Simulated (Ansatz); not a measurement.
**CHNa (singlet): wB97M-V, B2PLYP, RKS PBE0 over a scan of the angle Na2–C1–H3, 6-31G**

Aim: run CHNa (singlet) with these functionals over a scan of the angle Na2–C1–H3, and hold them against the top wave-function level at the same points.

Computed with Ansatz 0.2.0, Gaussian basis. Level: 6-31G, all electrons in the functionals, frozen cores in the correlation of double hybrids and RPA.

The runs, in order: wB97M-V, B2PLYP, RKS PBE0, at 73.1°; 84.8°; 103.6°; 110.8°; 122.3°; 136.7°; 154.5°; 180.0°.

30 further runs of the same task are left out: 16 for a known fault of the program, 10 that didn't finish, 4 set aside as unsound or not needed. Runs told in other sessions of the task aren't counted.

### Step 1. What is computed

The geometry derives from a PBE0/def2-TZVP stationary point (not a proven minimum). One angle is set to the value named; bond lengths are kept.

3 atoms, charge 0, spin multiplicity 1.

Atoms are counted from 1 here; the program's logs count them from 0.

Bond lengths: C1–Na2 2.359 Å, C1–H3 1.119 Å. Angles: Na2–C1–H3 110.8°.

Geometry (Å):

```xyz
3
charge 0, multiplicity 1
C     0.0000   -0.1461    1.4882
Na    0.0000    0.0384   -0.8637
H     0.0000    0.8653    1.9665
```

No dispersion term is added; wB97M-V holds VV10 nonlocal correlation.

The geometry shown and the zero of energy belong to the point 110.8°. The yardstick, FCI, and other wave-function levels (R restricted, U unrestricted, valence and pair active spaces) come from earlier runs.

### Step 2. wB97M-V, 73.1°

Input file in.yaml:

```yaml
crystal:
  periodic: [false, false, false]
  atoms:
    - {symbol: C, position_ang: [0.000000, -0.628053, 1.379377]}
    - {symbol: Na, position_ang: [0.000000, 0.306909, -0.786622]}
    - {symbol: H, position_ang: [0.000000, 0.483753, 1.505021]}
basis:
  gaussian: {orbitals: 6-31G}
magnetization: {spin_polarized: true, initial_magnetization: 0}
hamiltonian: {xc: {name: wB97M-V}}
output: {orbitals: {seedname: orbitals}}
```

Started as:

```
ansatz run in.yaml --threads 1 --pin off --events-out ev --progress --plain --max-ram 2393MiB
```

After this run come: wB97M-V, 84.8°; wB97M-V, 103.6°; wB97M-V, 110.8°; wB97M-V, 122.3°; wB97M-V, 136.7°; wB97M-V, 154.5°; wB97M-V, 180.0°; B2PLYP, 73.1°; B2PLYP, 84.8°; B2PLYP, 103.6°; B2PLYP, 110.8°; B2PLYP, 122.3°; B2PLYP, 136.7°; B2PLYP, 154.5°; B2PLYP, 180.0°; RKS PBE0, 73.1°; RKS PBE0, 84.8°; RKS PBE0, 103.6°; RKS PBE0, 110.8°; RKS PBE0, 122.3°; RKS PBE0, 136.7°; RKS PBE0, 154.5°; RKS PBE0, 180.0°.

Q: Predict the results of all the runs planned. Wanted: span of the FCI curve; largest miss, RKS PBE0.

**Answer**, as computed:

| quantity | value |
| --- | --- |
| span of the FCI curve | 5.3 kcal/mol |
| largest miss, RKS PBE0 | +3.4 kcal/mol (180.0°) |

RKS PBE0 strays by up to 3.4 kcal/mol, at 180.0°. Functionals and the yardstick converge differently with the basis, so part of each miss in 6-31G is the basis.
